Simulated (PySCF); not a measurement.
Reaction (SMILES): C (CH4) → [CH3-] + H+
B3LYP-D3(BJ)/def2-TZVP geometries, fixed; electronic energies without zero-point terms.

Effect of the atomic grid (radial, angular points) at PBE/def2-SVP with PySCF, against the last row, where the deprotonation energy is 444.00 kcal/mol.

```
setting                        grid points, largest species  largest shift of a total energy (mEh)  shift of the deprotonation energy (kcal/mol)
-----------------------------  ----------------------------  -------------------------------------  --------------------------------------------
atom_grid: 30, 110, unpruned                          16504                                 -0.131                                        -0.002
atom_grid: 50, 194, unpruned                          48504                                 -0.022                                        -0.005
atom_grid: 75, 302, unpruned                         113256                                 -0.003                                         0.000
atom_grid: 99, 590, unpruned                         292056                                  0.000                                         0.000
atom_grid: 150, 974, unpruned                        730504                                  0.000                                         0.000
```

Within 0.02 kcal/mol in the deprotonation energy: atom_grid: 30, 110, unpruned; atom_grid: 50, 194, unpruned; atom_grid: 75, 302, unpruned; atom_grid: 99, 590, unpruned. The largest shift is 0.131 mEh in a total energy and 0.005 kcal/mol in the difference.
